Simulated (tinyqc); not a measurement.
Inside a calculation. Method: Hueckel theory of the pi electrons, for the molecule O=CC1=NC=C1 (SMILES; centres numbered as the heavy atoms are written). One step of it, computed by the program tinyqc.

Problem. Orbitals. Diagonalise; E = alpha + x beta with beta < 0, so the largest x are filled first; degenerate levels share their electrons. P = sum n_i c_ri c_si; each orbital has its largest coefficient positive (the first on a tie).

Hueckel matrix in units of beta (H = alpha + beta A), order 1O, 2C, 3C, 4N, 5C, 6C:
```
[[1.000000, 1.000000, 0.000000, 0.000000, 0.000000, 0.000000],
 [1.000000, 0.000000, 1.000000, 0.000000, 0.000000, 0.000000],
 [0.000000, 1.000000, 0.000000, 1.000000, 0.000000, 1.000000],
 [0.000000, 0.000000, 1.000000, 0.500000, 1.000000, 0.000000],
 [0.000000, 0.000000, 0.000000, 1.000000, 0.000000, 1.000000],
 [0.000000, 0.000000, 1.000000, 0.000000, 1.000000, 0.000000]]
```

pi electrons, sum of z_r less the charge = 6

Give: x values; occupations; coefficients; charge and bond-order matrix P.

Solution.

x values: [2.3250, 1.6081, 0.3069, 0.2335, -0.9000, -2.0735]

occupations: [2.0000, 2.0000, 2.0000, 0.0000, 0.0000, 0.0000]

coefficients, order 1O, 2C, 3C, 4N, 5C, 6C:
```
[[0.2530, 0.7571, -0.4433, 0.1687, -0.3556, 0.1070],
 [0.3352, 0.4604, 0.3072, -0.1293, 0.6756, -0.3288],
 [0.5264, -0.0167, 0.5375, -0.1988, -0.2525, 0.5748],
 [0.4978, -0.2885, -0.3836, -0.5854, -0.1754, -0.3851],
 [0.3822, -0.3030, -0.4635, 0.3549, 0.4981, 0.4162],
 [0.3908, -0.1988, 0.2413, 0.6683, -0.2729, -0.4780]]
```

charge and bond-order matrix P, order 1O, 2C, 3C, 4N, 5C, 6C:
```
[[1.6674, 0.5944, -0.2355, 0.1551, 0.1455, -0.3172],
 [0.5944, 0.8375, 0.6678, -0.1676, -0.3076, 0.2272],
 [-0.2355, 0.6678, 1.1326, 0.1213, -0.0858, 0.6775],
 [0.1551, -0.1676, 0.1213, 0.9564, 0.9109, 0.3186],
 [0.1455, -0.3076, -0.0858, 0.9109, 0.9054, 0.1954],
 [-0.3172, 0.2272, 0.6775, 0.3186, 0.1954, 0.5009]]
```
